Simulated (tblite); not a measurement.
C3H2FO (doublet state).
Numbering: `[H]/[C:1]=[C:2](/[F:3])[CH:4]=[O:5]` (hydrogens: H6 on C1; H7 on C4)
Bond orders are those of one Lewis drawing.

Computed with GFN2-xTB (tblite), gas phase: L-BFGS steps from a force-field or distance-geometry start until the largest atomic force falls under 0.01 eV/Å.

Step 13: E = -437.4171 eV
```
atom  x, y, z in Å  |  force x, y, z in eV/Å
C1      0.8828    0.4609    1.1614   -0.038  -0.016  -0.087
C2      0.4735   -0.1466    0.0986   -0.025  -0.119  -0.045
F3      1.3014   -1.0366   -0.5232    0.050  -0.120  -0.151
C4     -0.8198   -0.1208   -0.6761    0.176  -0.072  -0.148
O5     -1.8070    0.5156   -0.4825    0.142   0.073   0.234
H6      0.6812    1.1533    1.9254   -0.220   0.204   0.132
H7     -0.7088   -0.8208   -1.5307   -0.085   0.051   0.065
```

Step 14: E = -437.4241 eV
```
atom  x, y, z in Å  |  force x, y, z in eV/Å
C1      0.8898    0.4567    1.1618   -0.030  -0.004  -0.089
C2      0.4878   -0.1500    0.0949   -0.127  -0.135  -0.029
F3      1.3131   -1.0431   -0.5209    0.009  -0.100  -0.181
C4     -0.8145   -0.1204   -0.6693    0.161  -0.027  -0.190
O5     -1.8009    0.5176   -0.4760    0.156   0.130   0.340
H6      0.6548    1.1546    1.9116   -0.213   0.208   0.136
H7     -0.7268   -0.8105   -1.5291    0.044  -0.073   0.011
```

**Question.** Estimate the geometry and energy of step 15. (The exact step hangs on the optimiser's Hessian estimate; all steps are aligned on step 14, rigid shifts and turns removed.)

**Answer.** E = -437.4328 eV, largest force 0.480 eV/Å
```
atom  x, y, z in Å  |  force x, y, z in eV/Å
C1      0.9051    0.4495    1.1628   -0.203   0.162   0.004
C2      0.5021   -0.1563    0.0908   -0.084  -0.106   0.081
F3      1.3229   -1.0529   -0.5250   -0.054  -0.036  -0.155
C4     -0.8066   -0.1183   -0.6628    0.088   0.040  -0.154
O5     -1.7913    0.5218   -0.4633    0.198   0.163   0.406
H6      0.6144    1.1613    1.8957   -0.098  -0.038  -0.114
H7     -0.7434   -0.8002   -1.5253    0.152  -0.184  -0.067
```

The energy changes by -0.0087 eV. The first-order estimate −F·Δx gives -0.0132 eV and the mean of the old and new forces, exact on a quadratic surface, -0.0084 eV. The step makes an angle of 70° with the force vector and moves no atom by more than 0.044 Å.

What follows is the cost of the whole relaxation. Hardware: an Arm Neoverse V1 with one thread, no GPU, shared host. Cost: under 0.1 s of wall time.
